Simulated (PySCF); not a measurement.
# Li: ionisation energy

Li [He] 2s1 (2S) → Li⁺ 1s2 (1S), as a difference of total energies. All numbers are calculated (PySCF 2.14, scalar relativity by spin-free X2C-1e, in jorge-DZP-DKH (4s2p1d, 15 functions)). The calculations carry no spin-orbit coupling.

```tsv
method	ionisation energy (eV)
UHF	5.333
M06-L	5.079
M06-2X	5.397
```

For comparison: 5.392 eV (measured; NIST Atomic Spectra Database, ionization energies).
